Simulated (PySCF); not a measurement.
Level of theory: PBE0/[Al def2-TZVP], no relativity, density fitting, PySCF.

Each entry is the lowest minimum that a search over a few typed start shapes (and spin states, where more than one is plausible) found, or that minimum re-optimised at the stated level; isomers with ligand–ligand bonds, or fragments after loss of a ligand pair, can lie lower. Open shells are unrestricted.

Al₃ is a quartet of C2v symmetry with Al–Al 2.576 Å (×2), Al–Al 2.910 Å; Al–Al–Al 55.6° (×2), Al–Al–Al 68.8°. Its wavenumbers are 157, 287, 321 cm⁻¹.

What changes when one electron is removed, giving Al₃⁺?

It costs 6.29 eV between the minima (6.28 eV with zero-point energy). Al₃⁺ is a triplet of D3h symmetry with Al–Al 2.672 Å (×3); Al–Al–Al 60.0° (×3); wavenumbers 154 (×2), 274 cm⁻¹.
